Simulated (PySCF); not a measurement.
Molecule: (CH3)2PPF2, C2H6F2P2.

Cartesian coordinates in Å; atom numbers follow the order of the lines, from 1:
```xyz
12

C    -0.5060   -1.3297   -0.7075
P    -0.1148   -0.3058    0.7918
C     1.5855    0.2977    0.3556
P    -1.1978    1.4941    0.0483
F    -2.6858    0.8858    0.2411
F    -1.1103    2.3787    1.3979
H     0.0764   -2.2617   -0.6589
H    -0.2798   -0.8270   -1.6622
H    -1.5729   -1.5969   -0.6852
H     1.8773    1.0924    1.0589
H     1.6727    0.6782   -0.6746
H     2.2948   -0.5343    0.4834
```

Geometry PBE0-D3(BJ)/def2-SVP throughout; GIAO in PySCF 2.14, gas phase, one conformer, non-relativistic; equivalent atoms averaged; functional PBE0.

For orientation, cc-pVDZ gives these shifts δ (against TMS, H3PO4, CFCl3 at the same level): C1/C3 7.9, P4 302.4, P2 -55.2, F5/F6 -102.0, H7/H8/H9/H10/H11/H12 0.94 ppm.

A run gave: C1/C3 8.6, P4 284.0, P2 -63.1, F5/F6 -106.1, H7/H8/H9/H10/H11/H12 1.10 ppm (shifts δ (against TMS, H3PO4, CFCl3 at the same level)).

**Question.** Which basis set was used in that run?
A. cc-pVTZ
B. pcSseg-2
C. IGLO-III
D. aug-cc-pVDZ

**Answer.** D. P2 tells them apart best: aug-cc-pVDZ gives -63.1, pcSseg-2 gives -73.7, cc-pVTZ gives -83.9, IGLO-III gives -74.2 ppm.
